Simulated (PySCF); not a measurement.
Gas-phase reaction: 2 AlH3 + 2 C4H6 (butadiene) ⇌ 2 AlCH3 + 3 C2H4

Energies from PySCF, thermal terms from the rigid-rotor harmonic-oscillator model, ideal gas at 1 bar. † marks an energy on the PBE0/def2-TZVP geometry and frequencies; other levels use their own. 6-31G* has spherical d functions here. All species are closed-shell singlets. AlH3, AlCH3: computed as isolated molecules; such fragments, hydroxides, amides, oligomers or adducts are transient or little studied in the gas. The harmonic model lacks anharmonicity and excited electronic states, which grow with temperature; levels with a mode under 35 cm⁻¹ are left out. Internal rotation in C4H6 (butadiene) is treated as a harmonic vibration of one conformer, which makes the entropy rough.

```csv
level,"ΔE electronic, kJ","ΔH°(298 K), kJ","ΔS°(298 K), J/K","ΔG°(1200 K), kJ"
HF/6-31G*,11,52,167,-133
PBE/def2-TZVP†,-2,36,169,-151
PBE0/def2-SVP†,23,61,169,-126
LDA/def2-TZVP†,27,65,169,-122
ωB97X-V/def2-TZVP†,23,61,169,-126
```
ΔH° is lowest at PBE/def2-TZVP† and highest at LDA/def2-TZVP†. No reference value is set beside these.
